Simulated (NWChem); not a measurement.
System: CH₃, doublet; SMILES [CH3]

Parts of the log:

```
             Northwest Computational Chemistry Package (NWChem) 7.3.0
             --------------------------------------------------------

 D3H symmetry detected

                             Geometry "geometry" -> ""
                             -------------------------

 Output coordinates in angstroms (scale by  1.889725989 to convert to a.u.)

  No.       Tag          Charge          X              Y              Z
 ---- ---------------- ---------- -------------- -------------- --------------
    1 C                    6.0000     0.00000000     0.00000000     0.00000000
    2 H                    1.0000     0.77094610     0.77094610     0.00000000
    3 H                    1.0000     0.28218586    -1.05313196     0.00000000
    4 H                    1.0000    -1.05313196     0.28218586     0.00000000

 Effective nuclear repulsion energy (a.u.)       9.5771077529

      Symmetry information
      --------------------

 Group name             D3h
 Group number             27
 Group order              12
 No. of unique centers     2

                                 NWChem DFT Module
                                 -----------------

 Summary of "ao basis" -> "ao basis" (spherical)
 ------------------------------------------------------------------------------
       Tag                 Description            Shells   Functions and Types
 ---------------- ------------------------------  ------  ---------------------
 C                         def2-svpd                 8       20   4s2p2d
 H                         def2-svpd                 4        8   2s2p

      Symmetry analysis of basis
      --------------------------

        a1'        10
        a1"         0
        a2'         2
        a2"         4
        e'         20
        e"          8

  Rotation of axis

            General Information
            -------------------
          SCF calculation type: DFT
          Wavefunction type:  spin polarized.
          No. of atoms     :     4
          No. of electrons :     9
           Alpha electrons :     5
            Beta electrons :     4
          Charge           :     0
          Spin multiplicity:     2
          Use of symmetry is: on ; symmetry adaption is: on
          Maximum number of iterations: 150
          AO basis - number of functions:    44
                     number of shells:    20
          Convergence on energy requested:  1.00D-06
          Convergence on density requested:  1.00D-05
          Convergence on gradient requested:  5.00D-04

              XC Information
              --------------
                  TPSS metaGGA Exchange Functional  1.000
             TPSS03 metaGGA Correlation Functional  1.000

             Grid Information
             ----------------
          Grid used for XC integration:  coarse
          Radial quadrature: Mura-Knowles
          Angular quadrature: Lebedev.
          Tag              B.-S. Rad. Rad. Pts. Rad. Cut. Ang. Pts.
          ---              ---------- --------- --------- ---------
          C                   0.70       35           6.0       302
          H                   0.35       35           7.0       302
          Grid pruning is: on
          Number of quadrature shells:    70
          Spatial weights used:  Erf1

      Superposition of Atomic Density Guess
      -------------------------------------

 Sum of atomic energies:         -39.12289264

      Non-variational initial energy
      ------------------------------

 Total energy =     -39.426450
 1-e energy   =     -70.250427
 2-e energy   =      21.246869
 HOMO         =      -0.172041
 LUMO         =       0.073151

   Symmetry analysis of molecular orbitals - initial alpha
   -------------------------------------------------------

  Numbering of irreducible representations:

     1 a1'         2 a1"         3 a2'         4 a2"         5 e'
     6 e"

  Orbital symmetries:

     1 a1'         2 a1'         3 e'          4 e'          5 a2"
     6 a1'         7 e'          8 e'          9 e'         10 e'
    11 a1'        12 a2"        13 e"         14 e"         15 a1'

   Symmetry analysis of molecular orbitals - initial beta
   ------------------------------------------------------

  Numbering of irreducible representations:

     1 a1'         2 a1"         3 a2'         4 a2"         5 e'
     6 e"

  Orbital symmetries:

     1 a1'         2 a1'         3 e'          4 e'          5 a2"
     6 a1'         7 e'          8 e'          9 e'         10 e'
    11 a1'        12 a2"        13 e"         14 e"         15 a1'

[...]

                         DFT ENERGY GRADIENTS

    atom               coordinates                        gradient
                 x          y          z           x          y          z
   1 C       0.000000   0.000000   0.000000   -0.000000   0.000000   0.000000
   2 H       1.456877   1.456877   0.000000   -0.000881  -0.000881   0.000000
   3 H       0.533254  -1.990131   0.000000   -0.000322   0.001204   0.000000
   4 H      -1.990131   0.533254   0.000000    0.001204  -0.000322  -0.000000
```

Level: TPSS/def2-SVPD, spin-unrestricted. In the optimisation the excess spin sits in a2" (D3h, its own frame). Coordinates come from a PBE0/def2-SVP, spin-unrestricted optimisation. No stability test was run on the SCF state.

Problem. Reconstruct the input file.

Solution. This is not unique; one that fits is the input that was run:
```
start job
memory heap 200 mb stack 900 mb global 1100 mb
geometry units angstroms noautoz
  C      0.000000     0.000000     0.000000
  H     -0.770946    -0.770946     0.000000
  H     -0.282186     1.053132     0.000000
  H      1.053132    -0.282186     0.000000
end
basis spherical
  * library def2-svpd
end
dft
  odft
  mult 2
  xc xtpss03 ctpss03
  iterations 150
  grid coarse
end
task dft gradient
```
